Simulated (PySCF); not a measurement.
hydrogen isocyanide (CHN), SMILES [C-]#[NH+]. Atoms are numbered in the order given.

```xyz
3

C      0.0000     0.0000     0.7365
N      0.0000     0.0000    -0.4277
H      0.0000     0.0000    -1.4255
```
Charge 0, spin multiplicity 1.

Geometry: B3LYP-D3(BJ)/def2-TZVPD.

Level of theory: PBE0/pcJ-2 (PySCF).

Isotropic couplings with Fermi-contact, spin-dipole and both spin-orbit terms, one fixed conformer, no vibrational averaging. Isotopes: 13C, 14N, 1H.

Computed spin–spin coupling constants:
```csv
pair,bonds apart,J (Hz)
C1–N2,1,4.6
N2–H3,1,85.6
C1–H3,2,15.4
```
